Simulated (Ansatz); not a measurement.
## How far each method lies from UCCSDT(Q) for [Cl···H···S], triplet

Geometry: a point of a hydrogen-transfer path between rigid fragments, not a stationary point.

```xyz
3

Cl    0.0000    0.0000   -1.6027
H     0.0000    0.0000   -0.2147
S     0.0000    0.0000    1.8173
```

Basis cc-pVTZ; Ansatz 0.2.0. Only valence electrons are correlated (noble-gas cores frozen), which leaves 14 electrons in 72 orbitals. R marks a restricted (for open shells ROHF) determinant, U an unrestricted one. Active spaces: valence = (14e, 9o) chosen from the atoms' valence shells; pair = (4e, 4o) about the gap.

Full CI isn't at hand for all of this; UCCSDT(Q) serves as the reference, and is uncertain by about the last step of the cluster series. The frozen core follows each run's orbitals, which can shift R against U totals by a few meV.

- UHF ⟨S²⟩: 2.014
- T1 diagnostic (RCCSD): 0.0125
- largest doubles amplitude (RCCSD): 0.049
- T1 diagnostic (UCCSD): 0.0089

| level | E − E(RHF) (eV) |
| --- | --- |
| UHF | -0.1656 |
| RMP2 | -9.1168 |
| UMP2 | -9.0804 |
| RCCSD | -10.1774 |
| UCCSD | -10.1841 |
| RCCSD(T) | -10.5550 |
| UCCSD(T) | -10.5563 |

Task: Estimate how far UCCSDT(Q) in cc-pVTZ lies from RCCSD(T). The table doesn't fix it; the size of (T) and the diagnostics are the guide.

Result: UCCSDT(Q) in cc-pVTZ lies 1.87 mEh below RCCSD(T), which is 13 % of the (T) step (-13.88 mEh). The diagnostics are small and the rest is a small part of (T), but (T) is large here. The miss exceeds 1 kcal/mol.

The other levels:

| level | E − E(UCCSDT(Q)) (mEh) | share of correlation (%) | wall time |
| --- | --- | --- | --- |
| BCCD(T) | 1.85 | 99.53 | 3.7 s (H100) |
| RCCSDT | 0.61 | 99.84 | – |
| UCCSDT | 0.55 | 99.86 | – |
| RCCSDT(Q) | 0.06 | 99.99 | 27 s (H100) |
| CASSCF (pair space) | 373.41 | 4.20 | – |
| NEVPT2 (pair space) | 56.33 | 85.55 | 2.2 s (H100) |
| MRCISD (pair space) | 48.82 | 87.47 | – |
| MRCISD+Q (pair space) | 8.39 | 97.85 | 2.8 s (H100) |
| CASSCF (valence space) | 371.38 | 4.72 | – |
| NEVPT2 (valence space) | 84.85 | 78.23 | 5.5 s |
| MRCISD (valence space) | 48.20 | 87.63 | – |
| MRCISD+Q (valence space) | 8.44 | 97.83 | 3.2 s (H100) |

The correlation energy at UCCSDT(Q), counted from RHF, is -10.606 eV. That run took 15 s on 2 threads of AMD EPYC 7R13 with a shared H100 80 GB, shared host.

Times hold each run's SCF and search for its determinant on a shared host, so for small cases they say little of a method's own cost; rows without a card ran on 1 thread of AMD EPYC 7R13.

Natural occupations of CASSCF (valence space) about the gap: 1.999 1.999 1.974 1.000 1.000 0.028; effectively unpaired electrons, Σ n²(2−n)², 2.01.
